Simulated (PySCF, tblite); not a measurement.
# C₃H₆F₂: dynamics, then NMR shifts on frames

How do NMR shifts of C₃H₆F₂ (`C[C@H](F)CF`) change as the atoms move?

The runs use tblite 0.8.0 and PySCF 2.14.0, with density-fitted response routines of our own; the level of theory stands in each step. All values are computed, except where a source is named. Atoms are numbered from 0 throughout.

## Step 1: The molecule as given

11 atoms, charge 0, multiplicity 1; geometry from: GFN2-xTB.

Bonds of the start (Å): C0–C1 1.52, C1–F2 1.38, C1–C3 1.53, C3–F4 1.37, C0–H5 1.09, C0–H6 1.09, C0–H7 1.09, C1–H8 1.10, C3–H9 1.09, C3–H10 1.09.

## Step 2: Dynamics with GFN2-xTB

What the job is given:

```
{"job": {"kind": "md", "xc": "GFN2-xTB", "basis": "xTB", "temperature": 300, "steps": 2000, "every": 50, "frames": 5}, "charge": 0, "multiplicity": 1}
C      1.243194    -0.371045    -0.066650
C      0.068529     0.588605    -0.136143
F      0.234198     1.598787     0.792065
C     -1.266510    -0.093272     0.170328
F     -1.593847    -0.937427    -0.856665
H      1.325956    -0.785409     0.935530
H      1.087196    -1.177432    -0.777604
H      2.167052     0.147079    -0.308933
H      0.012866     1.078790    -1.117147
H     -1.205852    -0.693780     1.083531
H     -2.067358     0.647775     0.255723
```

Level: GFN2-xTB Langevin dynamics, gas phase.

Command:

```bash
$ OMP_NUM_THREADS=1 python probes_run.py task.json out
```

This one command runs all jobs of the session in turn.

Log:

```text
t/fs     T/K      E/eV
    0.0   263.2   -515.61799
   25.0   161.8   -515.23608
   50.0   251.3   -515.08858
   75.0   304.4   -515.23252
  100.0   344.3   -515.24558
  125.0   409.6   -515.28179
  150.0   360.8   -515.28942
  175.0   387.5   -515.37060
  200.0   291.6   -515.02820
  225.0   457.6   -515.17366
  250.0   228.0   -515.10051
  275.0   250.5   -515.25099
  300.0   186.7   -515.24024
  325.0   231.5   -515.23333
  350.0   251.6   -515.27451
  375.0   440.6   -515.38419
  400.0   289.9   -515.21982
  425.0   305.5   -515.15343
  450.0   212.9   -515.16754
  475.0   291.9   -515.16036
  500.0   304.6   -515.24257
  525.0   366.8   -515.24256
  550.0   296.0   -515.10771
  575.0   333.5   -515.13259
  600.0   184.2   -515.07365
  625.0   294.0   -515.39520
  650.0   230.2   -515.38924
  675.0   239.8   -515.43202
  700.0   207.5   -515.38750
  725.0   202.5   -515.36132
  750.0   317.4   -515.37390
  775.0   320.1   -515.38669
  800.0   358.2   -515.29636
  825.0   172.8   -515.20158
  850.0   362.7   -515.26531
  875.0   228.6   -515.00415
  900.0   325.2   -515.30507
  925.0   332.6   -515.22047
  950.0   294.3   -515.13297
  975.0   361.2   -515.23518
 1000.0   281.7   -515.04840
```

It took 17 s on 1 thread of Intel Xeon at 2.50GHz, shared host.

Distance from the start (root mean square after alignment): 0 fs 0.00 Å, 200 fs 0.24 Å, 400 fs 0.52 Å, 600 fs 0.25 Å, 800 fs 0.26 Å, 1000 fs 0.47 Å.

Positions (Å) and forces (eV/Å) at 1000 fs:

```xyz
11

C    -0.314   -0.251    1.343    1.612    1.681    0.722
C    -0.216   -0.315   -0.181    2.350    0.621    0.836
F    -0.266    1.018   -0.728   -0.154   -1.725    0.436
C    -1.224   -1.207   -0.832    0.256   -0.807   -0.307
F    -0.799   -2.569   -0.891   -0.531    1.481    0.684
H    -1.182   -0.718    1.713   -0.800   -0.715    0.380
H     0.621   -0.687    1.815   -1.272    0.437   -0.472
H    -0.378    0.830    1.702    0.210   -1.225   -0.597
H     0.831   -0.712   -0.378   -0.925    0.625   -0.410
H    -2.167   -1.090   -0.267    0.107   -0.584   -0.770
H    -1.190   -0.932   -1.875   -0.854    0.209   -0.500
```

## Step 3: NMR shieldings: 250 fs, PBE0/pcSseg-1

What the job is given:

```
{"job": {"kind": "nmr", "xc": "PBE0", "basis": "pcSseg-1", "pop": false}, "charge": 0, "multiplicity": 1}
C      0.711800    -1.044700     0.660900
C      0.084000     0.085800    -0.157000
F      0.157300     1.281200     0.543600
C     -1.404000    -0.197000    -0.489000
F     -1.659000    -1.503500    -0.773100
H      0.051300    -1.362700     1.489500
H      0.922300    -1.855200     0.094900
H      1.755400    -0.729800     1.163000
H      0.578600     0.178800    -1.137300
H     -1.986500     0.010500     0.390900
H     -1.828000     0.308800    -1.425300
```

Level: GIAO PBE0/pcSseg-1 NMR shielding, non-relativistic, gas phase.

Log:

```text
coarse grid: 9152 points
cycle   1  E = -317.1161682509  dE =  3.527e-01  |g| = 6.194e-01  |ddm| = 2.624e+00
cycle   2  E = -317.0651703569  dE =  5.100e-02  |g| = 8.691e-01  |ddm| = 8.840e-01
cycle   3  E = -317.1788400335  dE = -1.137e-01  |g| = 5.786e-02  |ddm| = 5.392e-01
cycle   4  E = -317.1793933512  dE = -5.533e-04  |g| = 2.725e-02  |ddm| = 5.266e-02
cycle   5  E = -317.1795664730  dE = -1.731e-04  |g| = 4.292e-03  |ddm| = 2.114e-02
cycle   6  E = -317.1795694840  dE = -3.011e-06  |g| = 1.952e-03  |ddm| = 3.615e-03
final grid: 89064 points
cycle   7  E = -317.2243774233  dE = -3.521e-05  |g| = 7.421e-03  |ddm| = 1.720e-02
cycle   8  E = -317.2243682077  dE =  9.216e-06  |g| = 1.064e-02  |ddm| = 1.132e-02
cycle   9  E = -317.2243885767  dE = -2.037e-05  |g| = 7.369e-04  |ddm| = 6.217e-03
cycle  10  E = -317.2243886714  dE = -9.468e-08  |g| = 2.209e-04  |ddm| = 6.714e-04
cycle  11  E = -317.2243886805  dE = -9.112e-09  |g| = 3.675e-05  |ddm| = 1.598e-04
cycle  12  E = -317.2243886808  dE = -2.700e-10  |g| = 1.201e-05  |ddm| = 3.383e-05
converged SCF energy = -317.2243886808

GIAO shielding tensors (ppm)
atom      isotropic    diamagn.    paramagn.     s11        s22        s33       span
  0 C      162.911     247.678     -84.767    145.389    161.234    182.109     36.721
  1 C       96.950     241.022    -144.072     60.734     76.229    153.888     93.154
  2 F      388.993     473.436     -84.444    365.899    396.848    404.232     38.333
  3 C       96.103     241.312    -145.208     65.616     83.613    139.081     73.465
  4 F      433.684     471.825     -38.142    395.461    413.485    492.105     96.644
  5 H       29.643      28.874       0.769     26.038     28.242     34.651      8.613
  6 H       31.995      31.605       0.390     27.870     30.208     37.906     10.036
  7 H       27.708      26.266       1.442     24.275     25.278     33.572      9.297
  8 H       26.492      29.274      -2.782     24.408     25.511     29.558      5.150
  9 H       27.352      28.990      -1.637     23.432     28.086     30.540      7.108
 10 H       25.380      26.834      -1.454     21.042     25.538     29.560      8.519
```

It took 27 s on 1 thread of Intel Xeon at 2.50GHz, shared host.

Shifts follow as δ = σ(reference) − σ, with reference shieldings (ppm) from runs at the same level and on the same kind of geometry: ¹H TMS 31.72, ¹³C TMS 186.9, ¹⁹F CFCl3 170.9. The references are single molecules in the gas phase, so shifts against H2O, NH3, PH3, H3PO4 or CFCl3 are not on the usual liquid scales and can be off by tens of ppm. Each atom is listed at this fixed geometry, with no averaging over motion; a spectrum would average atoms that exchange fast.

```tsv
atoms	environment	σ (ppm)	δ (ppm)
C3	sp3 CH2 bonded to F	96.1	90.8
C1	sp3 CH bonded to F	97.0	90.0
C0	methyl carbon	162.9	24.0
H10	hydrogen on an sp3 CH2 bonded to F	25.38	6.34
H8	hydrogen on an sp3 CH bonded to F	26.49	5.22
H9	hydrogen on an sp3 CH2 bonded to F	27.35	4.36
H7	hydrogen on a methyl carbon	27.71	4.01
H5	hydrogen on a methyl carbon	29.64	2.07
H6	hydrogen on a methyl carbon	31.99	-0.28
F2	fluorine on an sp3 carbon	389.0	-218.0
F4	fluorine on an sp3 carbon	433.7	-262.7
```

The fields below are evaluated on a grid from the run's orbitals.

Frontier orbitals at PBE0/pcSseg-1, with the share of their density that lies nearest to each atom:

```tsv
orbital	energy (eV)	lies on
HOMO	-9.10	F4 19 %; C1, C3 about 15 % each; F2 15 %
LUMO	1.23	H7, H10 about 17 % each; H8 12 %; C3 10 %
```

ELF in a plane through or near 6 of the atoms.

Ten even steps from '0' (0.00) to '9' (1.00):
```
0000000000000000000000000000
0000000000000000000000000000
0000000000000000000000000000
0000000000000000000000000000
0000000000013332000000000000
0000000000013432000000000000
0000003300002321000021000000
0000279972013443103799500000
0000699997454525648999940000
0000899998688239858999960000
0000378873617546314788620000
0000012256563102675200000000
0000000146762015757620000000
0000000013320047868841000000
0000000000000025787631000000
0000000000000002333200000000
0000000000000000000000000000
0000000000000000000000000000
0000000000000000000000000000
0000000000000000000000000000
```
The map spans 9.8 Å across and 8.6 Å up, centred on the molecule. Atoms in the plane (x, y in Å): C0 (-1.3, -0.3), C1 (0.0, 0.6), C3 (1.3, -0.1), F4 (1.3, -1.4), H7 (-2.3, 0.3), H10 (2.2, 0.3).

On the surface of density 0.002 e/bohr³ the electrostatic potential runs, from the 1st to the 99th percentile, from -0.91 V near F2 to 1.00 V near H8.

## Step 4: Nuclear shieldings: 425 fs, PBE0/pcSseg-1

What the job is given:

```
{"job": {"kind": "nmr", "xc": "PBE0", "basis": "pcSseg-1", "pop": false}, "charge": 0, "multiplicity": 1}
C      0.879300    -1.108900     1.191300
C      0.320200    -0.329800     0.008700
F      0.214600     1.015500     0.231900
C     -1.205400    -0.635500    -0.268600
F     -1.419800    -1.930800    -0.576400
H      0.091100    -1.697800     1.582200
H      1.609200    -1.731900     0.748600
H      1.404900    -0.361800     1.834600
H      0.966200    -0.387700    -0.887900
H     -1.739000    -0.397800     0.712900
H     -1.468500     0.058200    -1.088100
```

Level: GIAO PBE0/pcSseg-1 NMR shielding, non-relativistic, gas phase.

Log:

```text
coarse grid: 9152 points
cycle   1  E = -317.1198838366  dE =  4.144e-01  |g| = 6.146e-01  |ddm| = 2.634e+00
cycle   2  E = -317.0783716416  dE =  4.151e-02  |g| = 8.310e-01  |ddm| = 8.163e-01
cycle   3  E = -317.1809911226  dE = -1.026e-01  |g| = 5.852e-02  |ddm| = 4.871e-01
cycle   4  E = -317.1815739239  dE = -5.828e-04  |g| = 2.422e-02  |ddm| = 5.081e-02
cycle   5  E = -317.1817095400  dE = -1.356e-04  |g| = 3.737e-03  |ddm| = 1.940e-02
cycle   6  E = -317.1817120411  dE = -2.501e-06  |g| = 1.593e-03  |ddm| = 3.201e-03
final grid: 89064 points
cycle   7  E = -317.2256968152  dE = -3.543e-05  |g| = 7.217e-03  |ddm| = 1.889e-02
cycle   8  E = -317.2256899940  dE =  6.821e-06  |g| = 9.770e-03  |ddm| = 1.080e-02
cycle   9  E = -317.2257077044  dE = -1.771e-05  |g| = 8.222e-04  |ddm| = 5.825e-03
cycle  10  E = -317.2257078186  dE = -1.142e-07  |g| = 1.922e-04  |ddm| = 6.662e-04
cycle  11  E = -317.2257078250  dE = -6.368e-09  |g| = 3.331e-05  |ddm| = 1.289e-04
cycle  12  E = -317.2257078251  dE = -1.798e-10  |g| = 1.423e-05  |ddm| = 3.056e-05
converged SCF energy = -317.2257078251

GIAO shielding tensors (ppm)
atom      isotropic    diamagn.    paramagn.     s11        s22        s33       span
  0 C      167.114     250.793     -83.679    148.827    161.785    190.730     41.903
  1 C       94.952     244.829    -149.877     57.837     82.523    144.498     86.661
  2 F      386.376     476.324     -89.948    342.907    373.727    442.495     99.588
  3 C       91.740     245.803    -154.063     63.650     77.822    133.749     70.099
  4 F      425.484     470.253     -44.769    394.981    422.654    458.816     63.835
  5 H       30.395      30.256       0.139     26.086     30.282     34.816      8.730
  6 H       30.695      30.095       0.600     26.634     28.799     36.654     10.020
  7 H       29.124      28.251       0.873     25.341     27.511     34.519      9.178
  8 H       26.483      30.741      -4.258     22.703     27.058     29.687      6.984
  9 H       26.594      28.791      -2.197     23.437     26.853     29.492      6.056
 10 H       26.466      29.094      -2.628     23.199     27.601     28.599      5.399
```

Run time: 17 s. Hardware: 1 thread of Intel Xeon at 2.50GHz, shared host.

This run: δ C3 95.2, C1 92.0, C0 19.8, F2 -215.4, H10 5.25, H8 5.23 ppm.

## Step 5: NMR shieldings: 625 fs, PBE0/pcSseg-1

What the job is given:

```
{"job": {"kind": "nmr", "xc": "PBE0", "basis": "pcSseg-1", "pop": false}, "charge": 0, "multiplicity": 1}
C      1.223800    -1.050600     1.222900
C      0.559300    -0.483000    -0.036200
F      0.601700     0.888100     0.090200
C     -0.925200    -0.952800    -0.187400
F     -0.897700    -2.311000    -0.254200
H      0.982400    -0.370900     2.038000
H      0.852500    -2.046900     1.471500
H      2.345800    -0.989300     1.129700
H      1.050900    -0.752400    -0.995100
H     -1.467300    -0.605100     0.648000
H     -1.333100    -0.627900    -1.108300
```

Level: GIAO PBE0/pcSseg-1 NMR shielding, non-relativistic, gas phase.

Log:

```text
coarse grid: 9152 points
cycle   1  E = -317.1354325955  dE =  3.907e-01  |g| = 6.028e-01  |ddm| = 2.632e+00
cycle   2  E = -317.0925098560  dE =  4.292e-02  |g| = 8.260e-01  |ddm| = 8.193e-01
cycle   3  E = -317.1940348729  dE = -1.015e-01  |g| = 5.654e-02  |ddm| = 4.925e-01
cycle   4  E = -317.1945570936  dE = -5.222e-04  |g| = 2.516e-02  |ddm| = 4.898e-02
cycle   5  E = -317.1947018188  dE = -1.447e-04  |g| = 4.107e-03  |ddm| = 1.957e-02
cycle   6  E = -317.1947047359  dE = -2.917e-06  |g| = 1.776e-03  |ddm| = 3.355e-03
final grid: 89064 points
cycle   7  E = -317.2368770716  dE = -3.121e-05  |g| = 7.333e-03  |ddm| = 1.939e-02
cycle   8  E = -317.2368697683  dE =  7.303e-06  |g| = 9.998e-03  |ddm| = 1.099e-02
cycle   9  E = -317.2368884419  dE = -1.867e-05  |g| = 9.036e-04  |ddm| = 5.984e-03
cycle  10  E = -317.2368885790  dE = -1.371e-07  |g| = 1.644e-04  |ddm| = 7.095e-04
cycle  11  E = -317.2368885834  dE = -4.406e-09  |g| = 3.800e-05  |ddm| = 1.172e-04
cycle  12  E = -317.2368885837  dE = -2.760e-10  |g| = 1.344e-05  |ddm| = 3.576e-05
converged SCF energy = -317.2368885837

GIAO shielding tensors (ppm)
atom      isotropic    diamagn.    paramagn.     s11        s22        s33       span
  0 C      163.760     249.472     -85.712    144.578    160.116    186.585     42.007
  1 C       94.804     241.260    -146.456     60.538     74.615    149.260     88.722
  2 F      386.349     476.255     -89.905    346.923    390.168    421.958     75.035
  3 C      104.368     246.177    -141.809     72.662     85.861    154.580     81.919
  4 F      441.963     470.271     -28.308    405.618    437.671    482.602     76.984
  5 H       30.364      29.992       0.372     27.231     28.501     35.358      8.127
  6 H       29.754      28.387       1.367     25.169     29.186     34.907      9.738
  7 H       28.844      27.356       1.488     25.058     26.624     34.849      9.792
  8 H       26.454      29.348      -2.894     24.393     25.847     29.124      4.731
  9 H       28.333      30.901      -2.568     24.987     28.553     31.459      6.472
 10 H       27.480      30.662      -3.182     23.816     27.540     31.084      7.268
```

It took 17 s on 1 thread of Intel Xeon at 2.50GHz, shared host.

This run: δ C1 92.1, C3 82.6, C0 23.2, F2 -215.4, H8 5.26, H10 4.24 ppm.

## Step 6: Shielding tensors: 800 fs, PBE0/pcSseg-1

What the job is given:

```
{"job": {"kind": "nmr", "xc": "PBE0", "basis": "pcSseg-1", "pop": false}, "charge": 0, "multiplicity": 1}
C      0.346700    -0.560300     1.413200
C      0.167400    -0.317600    -0.082000
F      0.272300     0.933600    -0.494500
C     -1.122600    -0.936200    -0.653800
F     -1.028500    -2.260900    -0.577900
H     -0.009700     0.217100     2.057800
H     -0.160700    -1.423600     1.757700
H      1.384300    -0.724800     1.669600
H      0.962200    -0.850200    -0.652900
H     -2.030700    -0.678700    -0.043500
H     -1.212300    -0.605100    -1.710900
```

Method: GIAO PBE0/pcSseg-1 NMR shielding, non-relativistic, gas phase.

Log:

```text
coarse grid: 9152 points
cycle   1  E = -317.1315316554  dE =  5.308e-01  |g| = 5.984e-01  |ddm| = 2.662e+00
cycle   2  E = -317.0994336294  dE =  3.210e-02  |g| = 7.786e-01  |ddm| = 7.900e-01
cycle   3  E = -317.1889751347  dE = -8.954e-02  |g| = 5.731e-02  |ddm| = 4.625e-01
cycle   4  E = -317.1895083679  dE = -5.332e-04  |g| = 2.350e-02  |ddm| = 4.775e-02
cycle   5  E = -317.1896338913  dE = -1.255e-04  |g| = 3.138e-03  |ddm| = 1.806e-02
cycle   6  E = -317.1896358496  dE = -1.958e-06  |g| = 8.449e-04  |ddm| = 2.426e-03
final grid: 89064 points
cycle   7  E = -317.2308191332  dE = -2.919e-05  |g| = 6.318e-03  |ddm| = 1.741e-02
cycle   8  E = -317.2308152981  dE =  3.835e-06  |g| = 7.902e-03  |ddm| = 9.426e-03
cycle   9  E = -317.2308282718  dE = -1.297e-05  |g| = 8.097e-04  |ddm| = 5.082e-03
cycle  10  E = -317.2308283689  dE = -9.707e-08  |g| = 1.311e-04  |ddm| = 5.890e-04
cycle  11  E = -317.2308283714  dE = -2.538e-09  |g| = 2.476e-05  |ddm| = 8.447e-05
cycle  12  E = -317.2308283715  dE = -1.157e-10  |g| = 8.758e-06  |ddm| = 2.510e-05
converged SCF energy = -317.2308283715

GIAO shielding tensors (ppm)
atom      isotropic    diamagn.    paramagn.     s11        s22        s33       span
  0 C      174.052     247.717     -73.666    159.844    164.628    197.682     37.838
  1 C      100.830     238.193    -137.362     69.055     82.763    150.672     81.617
  2 F      412.837     474.370     -61.533    368.471    406.261    463.779     95.308
  3 C       98.544     245.175    -146.631     71.739     86.919    136.975     65.236
  4 F      432.312     470.570     -38.259    387.165    436.657    473.113     85.948
  5 H       30.923      29.810       1.113     27.501     28.105     37.164      9.662
  6 H       31.195      29.889       1.306     26.766     30.138     36.680      9.914
  7 H       30.354      29.065       1.289     25.876     27.976     37.211     11.335
  8 H       26.599      29.226      -2.627     23.683     26.956     29.158      5.475
  9 H       26.704      28.560      -1.856     23.446     26.438     30.228      6.782
 10 H       26.630      28.347      -1.717     23.180     27.217     29.493      6.313
```

It took 18 s on 1 thread of Intel Xeon at 2.50GHz, shared host.

Key values: δ C3 88.4, C1 86.1, C0 12.9, F2 -241.9, H8 5.12, H10 5.09 ppm.

## Step 7: Shielding tensors: 1000 fs, PBE0/pcSseg-1

What the job is given:

```
{"job": {"kind": "nmr", "xc": "PBE0", "basis": "pcSseg-1", "pop": false}, "charge": 0, "multiplicity": 1}
C     -0.313700    -0.250700     1.343200
C     -0.216300    -0.315100    -0.181500
F     -0.266300     1.018400    -0.728100
C     -1.223500    -1.207300    -0.831600
F     -0.799200    -2.568900    -0.890800
H     -1.182300    -0.718400     1.712800
H      0.620800    -0.687000     1.815100
H     -0.378300     0.830000     1.701900
H      0.830500    -0.712300    -0.378000
H     -2.166900    -1.090300    -0.267400
H     -1.190000    -0.931900    -1.874700
```

Method: GIAO PBE0/pcSseg-1 NMR shielding, non-relativistic, gas phase.

Log:

```text
coarse grid: 9152 points
cycle   1  E = -317.1093600686  dE =  2.669e-01  |g| = 6.404e-01  |ddm| = 2.606e+00
cycle   2  E = -317.0347513242  dE =  7.461e-02  |g| = 9.663e-01  |ddm| = 9.470e-01
cycle   3  E = -317.1780045433  dE = -1.433e-01  |g| = 6.433e-02  |ddm| = 5.855e-01
cycle   4  E = -317.1787325491  dE = -7.280e-04  |g| = 3.021e-02  |ddm| = 5.964e-02
cycle   5  E = -317.1789458917  dE = -2.133e-04  |g| = 4.653e-03  |ddm| = 2.337e-02
cycle   6  E = -317.1789494336  dE = -3.542e-06  |g| = 2.215e-03  |ddm| = 3.847e-03
final grid: 89064 points
cycle   7  E = -317.2220383766  dE = -3.017e-05  |g| = 8.457e-03  |ddm| = 1.897e-02
cycle   8  E = -317.2220233009  dE =  1.508e-05  |g| = 1.288e-02  |ddm| = 1.360e-02
cycle   9  E = -317.2220527997  dE = -2.950e-05  |g| = 8.925e-04  |ddm| = 7.549e-03
cycle  10  E = -317.2220529539  dE = -1.542e-07  |g| = 2.141e-04  |ddm| = 7.452e-04
cycle  11  E = -317.2220529623  dE = -8.424e-09  |g| = 4.010e-05  |ddm| = 1.525e-04
cycle  12  E = -317.2220529626  dE = -3.471e-10  |g| = 1.371e-05  |ddm| = 3.820e-05
converged SCF energy = -317.2220529626

GIAO shielding tensors (ppm)
atom      isotropic    diamagn.    paramagn.     s11        s22        s33       span
  0 C      157.457     249.741     -92.284    134.244    148.893    189.233     54.989
  1 C       89.726     243.233    -153.507     52.368     65.821    150.988     98.620
  2 F      347.740     475.094    -127.354    236.254    384.453    422.512    186.258
  3 C       91.584     245.079    -153.495     57.156     81.217    136.378     79.222
  4 F      402.951     470.533     -67.582    343.681    419.781    445.392    101.711
  5 H       30.892      30.921      -0.029     27.377     29.713     35.588      8.211
  6 H       28.365      28.644      -0.279     24.444     26.528     34.123      9.679
  7 H       28.482      28.605      -0.123     25.014     26.902     33.530      8.516
  8 H       25.698      29.622      -3.924     23.149     25.817     28.128      4.979
  9 H       26.756      27.797      -1.041     23.152     28.062     29.053      5.902
 10 H       26.339      28.451      -2.113     22.065     27.766     29.185      7.120
```

It took 17 s on 1 thread of Intel Xeon at 2.50GHz, shared host.

In short: δ C1 97.2, C3 95.3, C0 29.5, F2 -176.8, H8 6.02, H10 5.38 ppm.

## Step 8: Side by side: NMR shifts

Shifts (ppm) of some atoms, chosen among heavy atoms and hydrogens apart, with basis size and wall time:

```tsv
frame	C3	C1	C0	H7	H6	F2	F4	functions	time
250 fs	90.8	90.0	24.0	4.01	-0.28	-218.0	-262.7	115	27 s
425 fs	95.2	92.0	19.8	2.59	1.02	-215.4	-254.5	115	17 s
625 fs	82.6	92.1	23.2	2.87	1.96	-215.4	-271.0	115	17 s
800 fs	88.4	86.1	12.9	1.36	0.52	-241.9	-261.4	115	18 s
1000 fs	95.3	97.2	29.5	3.24	3.35	-176.8	-232.0	115	17 s
```

## Step 9: Results

```
                                        quantity                                    value
                                      thermostat                                    300 K
                   mean temperature, second half                                    286 K
         mean potential energy above the minimum                                  0.37 eV
  ¹³C shifts against TMS (PBE0/pcSseg-1, 250 fs)                     90.8, 90.0, 24.0 ppm
   ¹H shifts against TMS (PBE0/pcSseg-1, 250 fs)  6.34, 5.22, 4.36, 4.01, 2.07, -0.28 ppm
¹⁹F shifts against CFCl3 (PBE0/pcSseg-1, 250 fs)                       -218.0, -262.7 ppm
           surface potential, 1st and 99th percentile                       -0.91 V and 1.00 V
                        range of the shift of F2                     -241.9 to -176.8 ppm
```

What this shows: In the second half the potential energy averages 0.37 eV above the minimum; equipartition over 27 harmonic modes at 300 K would give 0.35 eV. With 11 atoms the temperature swings widely (162 to 458 K). Shifts at one fixed geometry are not the observed spectrum, which averages over the motion. In ppm, F2 moves most: its shift spreads over 65.1 ppm, from -241.9 (800 fs) to -176.8 (1000 fs).
